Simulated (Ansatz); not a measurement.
# Eu (Eu, bcc): the cost of one run

Computed with Ansatz 0.2.0 (DFT, m-r2SCAN, plane waves (500 eV) with PAW, scalar-relativistic, unless a step's input says otherwise).

## Step 1: The system as given

Symmetry: Im-3m, No. 229, cubic system. The conventional cell has a = 4.386 Å, b = 4.386 Å, c = 4.386 Å, α = 90.00°, β = 90.00°, γ = 90.00°. Eu (site symmetry m-3m) has 8 Eu at 3.80 Å as nearest neighbours.

Coordinates:

```xyz
2
Lattice="4.3862 0.0000 0.0000 0.0000 4.3862 0.0000 0.0000 0.0000 4.3862" Properties=species:S:1:pos:R:3 pbc="T T T"
Eu    0.0000    0.0000    0.0000
Eu    2.1931    2.1931    2.1931
```

## Step 2: Volume x 1.04

Input file input.yaml:

```yaml
crystal:
  lattice:
    - [4.3862366404, 0.0, 0.0]
    - [0.0, 4.3862366404, 0.0]
    - [0.0, 0.0, 4.3862366404]
  atoms:
    - { symbol: Eu, position: [0.0, 0.0, 0.0], spin: 6.822 }
    - { symbol: Eu, position: [0.5, 0.5, 0.5], spin: -6.822 }
hamiltonian:
  xc: mr2scan
  pseudopotentials:
    kind: paw
    azcp:
      Eu: "pseudopotentials/Eu.paw.azcp"
basis:
  ecutwfc: 500
  fft_grid_basis: typed
kpoints:
  mp_grid: { grid: [10, 10, 10], shift: [0, 0, 0] }
magnetization:
  spin_polarized: true
scf:
  occupations: { method: fermi_dirac, width: 0.05 }
output:
  stress: true
```

Q: Estimate wall time and peak memory on 4 threads of an x86-64 CPU, shared host.

About 4.2 s, with a peak of 0.76 GiB.
